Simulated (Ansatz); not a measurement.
**C2H3O radical (SMILES [CH2]C=O): single points off equilibrium**

A test off equilibrium: a structure displaced at random from a GFN2-xTB minimum is computed at several levels, and each is set against CCSD(T).

Method: single points in def2-TZVPP; program: Ansatz 0.2.0, Gaussian basis.

Correlated methods freeze the cores. Orbitals are unrestricted. B3LYP uses VWN-RPA correlation.

## (1) The starting structure

SMILES `[CH2]C=O`, 6 atoms, charge 0, spin multiplicity 2.

Atoms are counted from 1 here; the program's logs count them from 0.

Bond lengths: C1–C2 1.348 Å, C1–H4 1.078 Å, C1–H5 1.098 Å, C2–O3 1.273 Å, C2–H6 1.125 Å. Angles: C2–C1–H4 125.3°, C2–C1–H5 119.5°, H4–C1–H5 115.2°, C1–C2–O3 119.3°, C1–C2–H6 121.4°, O3–C2–H6 119.3°.

Coordinates:

```xyz
6
charge 0, multiplicity 2
C    -0.47520    0.19160   -0.45030
C     0.48650   -0.20830    0.40470
O     0.21300   -1.09000    1.28120
H    -1.49470   -0.15950   -0.45080
H    -0.24230    0.95110   -1.20880
H     1.51600    0.24450    0.38310
```

## (2) CCSD(T)/def2-TZVPP

File run/in.yaml:

```yaml
crystal:
  periodic: [false, false, false]
  atoms:
    - {symbol: C, position_ang: [-0.475200, 0.191600, -0.450300]}
    - {symbol: C, position_ang: [0.486500, -0.208300, 0.404700]}
    - {symbol: O, position_ang: [0.213000, -1.090000, 1.281200]}
    - {symbol: H, position_ang: [-1.494700, -0.159500, -0.450800]}
    - {symbol: H, position_ang: [-0.242300, 0.951100, -1.208800]}
    - {symbol: H, position_ang: [1.516000, 0.244500, 0.383100]}
basis:
  gaussian: {orbitals: def2-TZVPP}
magnetization: {spin_polarized: true, initial_magnetization: 1}
correlation: {method: ccsd_t}
scf: {omitted_lower_state_checks: [cluster_reference]}
output: {forces: true}
```

No record of the launch command was kept for these runs.

## (3) PBE0-D4/def2-TZVPP

run/in.yaml, as its differences from that of step 2:

```diff
@@ -12,4 +12,3 @@
 magnetization: {spin_polarized: true, initial_magnetization: 1}
-correlation: {method: ccsd_t}
-scf: {omitted_lower_state_checks: [cluster_reference]}
-output: {forces: true}
+hamiltonian: {xc: pbe0, dispersion: d4}
+output: {forces: true, orbitals: {seedname: orbitals}}
```

## (4) wB97M-V/def2-TZVPP

run/in.yaml, as its differences from that of step 3:

```diff
@@ -12,3 +12,3 @@
 magnetization: {spin_polarized: true, initial_magnetization: 1}
-hamiltonian: {xc: pbe0, dispersion: d4}
-output: {forces: true, orbitals: {seedname: orbitals}}
+hamiltonian: {xc: {name: wB97M-V}}
+output: {forces: true}
```

## (5) r2SCAN-D4/def2-TZVPP

run/in.yaml, as its differences from that of step 4:

```diff
@@ -12,3 +12,3 @@
 magnetization: {spin_polarized: true, initial_magnetization: 1}
-hamiltonian: {xc: {name: wB97M-V}}
+hamiltonian: {xc: r2scan, dispersion: d4}
 output: {forces: true}
```

## (6) PBE-D4/def2-TZVPP

run/in.yaml, as its differences from that of step 5:

```diff
@@ -12,3 +12,3 @@
 magnetization: {spin_polarized: true, initial_magnetization: 1}
-hamiltonian: {xc: r2scan, dispersion: d4}
+hamiltonian: {xc: pbe, dispersion: d4}
 output: {forces: true}
```

## (7) B3LYP-D4/def2-TZVPP

run/in.yaml, as its differences from that of step 6:

```diff
@@ -12,3 +12,3 @@
 magnetization: {spin_polarized: true, initial_magnetization: 1}
-hamiltonian: {xc: pbe, dispersion: d4}
+hamiltonian: {xc: {name: B3LYP}, dispersion: d4}
 output: {forces: true}
```

## (8) r2SCANh-D4/def2-TZVPP

run/in.yaml, as its differences from that of step 7:

```diff
@@ -12,3 +12,3 @@
 magnetization: {spin_polarized: true, initial_magnetization: 1}
-hamiltonian: {xc: {name: B3LYP}, dispersion: d4}
+hamiltonian: {xc: {name: r2SCANh}, dispersion: d4}
 output: {forces: true}
```

(Steps that only read results are left out.)

Before running it: what results should come out? Wanted: energy less free atoms, CCSD(T)/def2-TZVPP; RMS force component; RMS force error; HOMO and LUMO, PBE0-D4; T1 diagnostic.

As calculated:

| quantity | value |
| --- | --- |
| energy less free atoms, CCSD(T)/def2-TZVPP | -2318.9 kJ/mol |
| RMS force component | 1.135 to 1.311 eV/Å over the methods |
| RMS force error | PBE0-D4 0.236, wB97M-V 0.186, r2SCAN-D4 0.168, PBE-D4 0.244, B3LYP-D4 0.199, r2SCANh-D4 0.198 eV/Å |
| HOMO and LUMO, PBE0-D4 | -7.62 and -3.68 eV |
| T1 diagnostic | 0.035 |

**Reading.** Against CCSD(T) the functionals' energies less atoms differ by -169.2 to -77.6 kJ/mol, PBE-D4 by -169.2 kJ/mol. CCSD(T) in triple zeta still lacks some correlation energy of the bonds, so part of these gaps is its own basis error and they don't rank the functionals. On forces the order runs from r2SCAN-D4 to PBE-D4. Frozen-core CCSD(T) forces in triple zeta carry basis errors of their own, and this is one geometry, so small gaps rank nothing. The unrestricted reference is spin-contaminated, which hurts MP2 most.
